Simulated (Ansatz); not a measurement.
Basis-set extrapolation for C3H9N, SMILES `CC(C)N` (PBE0-D4/def2-TZVP geometry, frozen core, Ansatz 0.2.0). Multiplicity 1, RHF reference.

```
                      def2-TZVPP   def2-QZVPP
                 HF  -173.360739  -173.369434
    MP2 correlation    -0.753236    -0.801892
CCSD(T) correlation    -0.827198      not run
```

Energies in hartree. Use E(X) = E(∞) + A·exp(−7.88·√X) for Hartree–Fock and E(X) = E(∞) + B·X^(−2.97) for correlation, with X = 3 and 4, and add CCSD(T) minus MP2 of the smaller set to the MP2 limit.

Problem. What is the CCSD(T) energy at the basis-set limit?

Solution. HF limit: -173.369434 + (-0.008695) × 0.13774 = -173.37063. MP2 limit: -0.801892 + (-0.048656) × 0.74074 = -0.83793. Higher-order term: -0.827198 − (-0.753236) = -0.07396. Total: -174.28252 hartree, 248.3 kJ/mol below CCSD(T)/def2-TZVPP.
